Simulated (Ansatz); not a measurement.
Results of LDA (plane waves, PAW; Ansatz, a program for electronic structure) for hcp Zr.

Run with plane-wave cutoff 520 eV, 18×18×10 k mesh (along the axes of the cell as run), Fermi–Dirac smearing 0.05 eV, scalar-relativistic PAW data made under PBE.

Starting structure:

```xyz
2
Lattice="3.2300 0.0000 0.0000 -1.6150 2.7973 0.0000 0.0000 0.0000 5.1500" Properties=species:S:1:pos:R:3 pbc="T T T"
Zr     1.6150     0.9324     3.8625
Zr     0.0000     1.8648     1.2875
```

**Question.** Into what structure does the relaxation of cell and atoms lead at this level, with the symmetry of the start kept?

**Answer.** The volume falls by 6.4 %; final space group P6_3/mmc.
```xyz
2
Lattice="3.1465 0.0000 0.0000 -1.5732 2.7249 0.0000 0.0000 0.0000 5.0814" Properties=species:S:1:pos:R:3 pbc="T T T"
Zr     1.5732     0.9083     3.8111
Zr     0.0000     1.8166     1.2704
```
